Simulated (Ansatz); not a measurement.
Coupled-cluster run, C4H8N2, SMILES `CN=CC(C)=N`.

```yaml
crystal:
  periodic: [false, false, false]
  atoms:
    - {symbol: C, position_ang: [0.405370, -0.352176, 2.431969]}
    - {symbol: N, position_ang: [-0.048174, -0.379915, 1.069228]}
    - {symbol: C, position_ang: [0.492206, 0.410290, 0.246795]}
    - {symbol: C, position_ang: [0.084293, 0.445334, -1.172637]}
    - {symbol: C, position_ang: [-0.997252, -0.490613, -1.606237]}
    - {symbol: N, position_ang: [0.702043, 1.283057, -1.903570]}
    - {symbol: H, position_ang: [0.761807, -1.348123, 2.709693]}
    - {symbol: H, position_ang: [-0.443167, -0.132023, 3.085893]}
    - {symbol: H, position_ang: [1.202735, 0.380196, 2.618532]}
    - {symbol: H, position_ang: [1.289048, 1.117367, 0.514118]}
    - {symbol: H, position_ang: [-0.709865, -1.523163, -1.397024]}
    - {symbol: H, position_ang: [-1.205990, -0.376797, -2.670545]}
    - {symbol: H, position_ang: [-1.908082, -0.306436, -1.032502]}
    - {symbol: H, position_ang: [0.362029, 1.243701, -2.864814]}
basis:
  gaussian: {orbitals: def2-TZVPP}
correlation: {method: ccsd_t}
```

```sh
$ ansatz run in.yaml --threads 4 --pin off --events-out ev --progress --plain --max-ram 10444MiB
```

The program prints (abridged):

```
Functional definition: HF
1775 factors; integrals over basis functions are off by at most 1.1e-3 eV
mean field evaluation 1: about -7208.8978 eV, gradient 4.1e1 eV
mean field evaluation 2: about -7209.2209 eV, gradient 4.1e1 eV
mean field evaluation 4: about -7213.6308 eV, gradient 5.7e0 eV
mean field evaluation 8: about -7213.7380 eV, gradient 4.0e-1 eV
mean field -7213.73920723 eV, -265.1000262176 hartree, gradient 1.4e-6 eV, S^2 0.000000; 0 other end points of the search recorded, 0 dependent functions left out; unrestricted orbitals would lower it
6 core orbitals not correlated: weight in the atoms' cores, before any rotation towards them, 1.000 or more for the frozen orbitals, at most 0.000 for the correlated occupied ones
reference -7213.73920723 eV, -265.1000262176 hartree; 17, 17 occupied and 275, 275 virtual orbitals, 1775 factors
second order -28.99870084 eV of doubles, -0.00000000 eV of singles
cycle   1  -29.20289894 eV  change   -2.0e-1 eV  update   1.2e-1
cycle   2  -29.95826125 eV  change   -7.6e-1 eV  update   3.7e-2
cycle   3  -30.13092169 eV  change   -1.7e-1 eV  update   1.8e-2
cycle   4  -30.12189025 eV  change    9.0e-3 eV  update   4.7e-3
cycle   5  -30.12230582 eV  change   -4.2e-4 eV  update   2.1e-3
cycle   6  -30.12325879 eV  change   -9.5e-4 eV  update   5.7e-4
cycle   7  -30.12293780 eV  change    3.2e-4 eV  update   2.5e-4
cycle   8  -30.12291447 eV  change    2.3e-5 eV  update   9.0e-5
cycle   9  -30.12292957 eV  change   -1.5e-5 eV  update   3.6e-5
perturbative correction -1.37688849 eV, -0.0505997188 hartree
Total energy: -7245.23902529 eV, -266.2576231801 hartree
```

Run time 3.4 min (4 threads of an Intel Xeon 6975P-C on a shared host); peak host memory 4.3 GiB.

The correlation energy is -31.500 eV, 4.4 % of it from (T); the T1 diagnostic reads 0.0120.
